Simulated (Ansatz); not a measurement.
# LiO radical: a ladder of functionals and wavefunction methods

An exercise on one series of results from a longer session: the logs are not shown, and one member is left open.

The runs use Ansatz 0.2.0, Gaussian basis; functionals in def2-TZVPP, the program's frozen cores in correlated methods.

Levels to be run: LDA (SPW92), PBE-D4, revPBE-D4, BLYP-D4, r2SCAN-D4, B97M-V, PBE0-D4, B3LYP-D4, r2SCANh-D4, r2SCAN0-D4, HSE06-D4, BHLYP-D4, CAM-B3LYP-D4, LC-ωPBE, ωB97X-V, ωB97M-V, B2PLYP, PBE-QIDH; CCSD(T)/def2-SVP; CCSD(T)/def2-TZVPP; CCSD(T)/def2-QZVPP; extrapolation to the limit; RPA on PBE.

## Structure used throughout

An earlier PBE0-D4 in a triple-zeta def2 set relaxation fixed the geometry.

SMILES `[Li][O]`, 2 atoms, charge 0, spin multiplicity 2.

Atoms are counted from 1 here; the program's logs count them from 0.

Bond lengths: Li1–O2 1.681 Å.

The first run:

File in.yaml:

```yaml
crystal:
  periodic: [false, false, false]
  atoms:
    - {symbol: Li, position_ang: [0.000000, -0.000000, -0.057415]}
    - {symbol: O, position_ang: [-0.000000, 0.000000, 1.623215]}
basis:
  gaussian: {orbitals: def2-TZVPP}
magnetization: {spin_polarized: true, initial_magnetization: 1}
hamiltonian: {xc: lda}
output: {orbitals: {seedname: orbitals}}
```

On the command line:

```console
> ansatz run in.yaml --threads 2 --pin off --events-out ev --progress --plain --max-ram 20480MiB --backend cpu
```

Among the steps run: LDA; PBE-D4 (GGA); revPBE-D4 (GGA); BLYP-D4 (GGA); r2SCAN-D4 (meta-GGA); B97M-V (meta-GGA); PBE0-D4 (hybrid); B3LYP-D4 (hybrid); r2SCANh-D4 (hybrid); r2SCAN0-D4 (hybrid); HSE06-D4 (hybrid); BHLYP-D4 (hybrid); CAM-B3LYP-D4 (range-separated); LC-ωPBE (range-separated); ωB97X-V (range-separated); ωB97M-V (range-separated); B2PLYP (double hybrid); PBE-QIDH (double hybrid).

One of the session's tables, all rows but one given; the rest of the session is left out.

It belongs to the step «Frontier levels by functional». 

```
  functional  HOMO (eV)  LUMO (eV)  gap (eV)
 LDA (SPW92)      -4.39      -4.24      0.15
      PBE-D4          ?          ?         ?
   revPBE-D4      -4.20      -3.30      0.90
     BLYP-D4      -4.27      -3.58      0.69
   r2SCAN-D4      -4.45      -2.46      1.98
      B97M-V      -4.49      -2.47      2.03
     PBE0-D4      -5.72      -1.48      4.24
    B3LYP-D4      -5.56      -2.16      3.41
  r2SCANh-D4      -5.01      -1.79      3.22
  r2SCAN0-D4      -5.88      -0.87      5.01
    HSE06-D4      -5.30      -1.88      3.43
    BHLYP-D4      -7.25      -0.89      6.36
CAM-B3LYP-D4      -7.32      -0.76      6.56
     LC-ωPBE      -8.69      -0.04      8.65
     ωB97X-V      -8.27       0.01      8.28
     ωB97M-V      -8.21      -0.64      7.57
```

Estimate the missing values for PBE-D4.

As computed: HOMO (eV): -4.27; LUMO (eV): -3.48; gap (eV): 0.79.
